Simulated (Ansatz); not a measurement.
Take GaAs in the zinc blende structure (space group F-43m, No. 216; a = 5.746 Å) as the base.

The values are results of DFT with PBE, PAW potentials and a 420 eV plane-wave cutoff in Ansatz (a first-principles code), no spin-orbit coupling, not measurements.

The change: full substitution Ga → Al, then cell and atoms are relaxed.

Measured band gap: GaAs 1.57 eV (static lattice; corrected from measurement; as listed in Wei Chen et al., Physical Review Materials (2018)); AlAs 2.28 eV (static lattice; corrected from measurement; as listed in Wei Chen et al., Physical Review Materials (2018)).

Measured lattice parameter a: GaAs 5.64 Å (static lattice; corrected from measurement; as listed in Daniel Mejia-Rodriguez, S. B. Trickey, Phys. Rev. B (2018)); AlAs 5.649 Å (static lattice; corrected from measurement; as listed in Daniel Mejia-Rodriguez, S. B. Trickey, Phys. Rev. B (2018)).

### Question
How well does PBE reproduce the measured shift?

### Answer
With PBE the band gap moves by +1.34 eV (0.16 → 1.50) against +0.71 eV measured; the lattice parameter a moves by -0.017 Å (5.746 → 5.728) against +0.009 Å measured, the wrong sign.

Whether these cells are dynamically stable was not tested.
